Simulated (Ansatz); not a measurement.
Working through a single point in a Gaussian basis of F2H2Si, SMILES F[SiH2]F

With the Ansatz DFT code, driven from Python.

The cells in order, each with its output:

```python
import ansatz as az
from ase import Atoms
import numpy as np

BASIS_SET = 'STO-3G'
FUNCTIONAL = 'hf'
```

```python
atoms = Atoms(['F', 'Si', 'F', 'H', 'H'], positions=[
    (-1.0498, 0.5175, 1.0077),
    (-0.0144, -0.0095, -0.0357),
    (1.2234, -0.5453, 0.7713),
    (-0.5317, -1.1108, -0.8183),
    (0.4223, 1.0745, -0.9663),
])
mol = az.Crystal.molecule_from_ase(atoms)

base = (
    mol.calculation()
    .basis(gaussian=BASIS_SET)
    .functional(FUNCTIONAL)
    .forces()
)
print(base.to_yaml())
data = base.session().plan(threads=1).execute().report
```

    crystal:
      periodic: [false, false, false]
      atoms:
        - { symbol: F, position_ang: [-1.0498, 0.5175, 1.0077] }
        - { symbol: Si, position_ang: [-0.0144, -0.0095, -0.0357] }
        - { symbol: F, position_ang: [1.2234, -0.5453, 0.7713] }
        - { symbol: H, position_ang: [-0.5317, -1.1108, -0.8183] }
        - { symbol: H, position_ang: [0.4223, 1.0745, -0.9663] }
    basis:
      gaussian:
        orbitals: STO-3G
    hamiltonian:
      xc: hf
    output:
      forces: true

```python
for key in ('converged', 'free_energy_ev', 'reference_energy_ev', 'n_frozen', 'n_occupied', 'n_virtual'):
    print(f'{key:22s} {data[key]}')
```

    converged              True
    free_energy_ev         -13139.454251667743
    reference_energy_ev    -13139.454251667743
    n_frozen               0
    n_occupied             [17, 17]
    n_virtual              [4, 4]

```python
state = data['mean_field']['state']
print(f'mean field: {state["energy"]["hartree"]:.7f} Ha, <S^2> = {abs(state["spin_squared"]):.4f}, stability: {state.get("stability", {}).get("kind")}')
```

    mean field: -482.8660375 Ha, <S^2> = 0.0000, stability: minimum

```python
symbols = [site.symbol for site in mol.cartesian_sites]
forces = np.array(data['forces_ev_ang'])
print('largest force', round(float(np.linalg.norm(forces, axis=1).max()), 4), 'eV/A, rms', round(float(np.sqrt((forces ** 2).mean())), 4))

charges = data['charge_distribution']
dipole = np.array(charges['dipole_moment_e_ang']) * 4.803205
print('dipole (D): {:.3f} {:.3f} {:.3f}, length {:.3f}'.format(*dipole, np.linalg.norm(dipole)))
print('atom  Mulliken   Lowdin')
for symbol, m, l in zip(symbols, charges['mulliken_charges_e'], charges['lowdin_charges_e']):
    print(f'{symbol:4s} {m:9.3f} {l:8.3f}')
```

    largest force 4.0633 eV/A, rms 1.3559
    dipole (D): -0.269 0.081 -1.059, length 1.095
    atom  Mulliken   Lowdin
    F       -0.347   -0.274
    Si       1.053    0.885
    F       -0.351   -0.282
    H       -0.179   -0.165
    H       -0.175   -0.164

What to keep in mind:
- These settings explore the input space; basis and method may be short of convergence.
- The geometry is a force-field or estimated start, not a minimum of this method, and the basis set is short of its limit.
- The Löwdin charges here are taken after orthogonalising the functions within each atom; they differ from plain Löwdin charges, and their signs can be unphysical.
- It ran for 0.8 s on 1 thread of Arm Neoverse V1, with other jobs on the host, peak memory 0.14 GiB.

(Lines on the test bed's own set-up are left out of the output.)
